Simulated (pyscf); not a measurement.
H₂P–GeH₃ (SMILES [PH2][GeH3]) + H₂ (SMILES [H][H]) -> H₂P–GeH₃ (SMILES [PH2][GeH3]) + H₂ (SMILES [H][H]) (four-centre exchange; singlet surface; Ge–H, H–H broken, Ge–H, H–H formed). PySCF, gas phase, ωB97X-D3(BJ)/def2-SVP geometries. Energies in kcal/mol from the separated reactants.

```
level                   barrier  reaction energy
----------------------  -------  ---------------
ωB97X-D3(BJ)/def2-TZVP        …              0.0
PBE/def2-TZVP                 …              0.0
B3LYP-D3(BJ)/def2-TZVP     75.9              0.0
PBE0-D3(BJ)/def2-TZVP      73.0              0.0
M06-2X/def2-TZVP           77.2              0.0
HF/def2-TZVP               92.3              0.0
```

Task: Some entries are withheld; supply them.

Result: 
- ωB97X-D3(BJ)/def2-TZVP, barrier: 78.7
- PBE/def2-TZVP, barrier: 69.9

The functionals in the table span 8.9 kcal/mol in this barrier, from PBE to ωB97X-D3(BJ)/def2-TZVP. At the saddle there is also a short Ge–H contact that neither side keeps. The same reactants have a lower exit, to PH₃ + GeH₄ (barrier +63.2 kcal/mol at ωB97M-D3(BJ)/def2-TZVP, against +77.9 kcal/mol here). This is the saddle that the search found; another between the same sides may lie lower. Elements up to Kr have no core potential and no relativistic terms here.
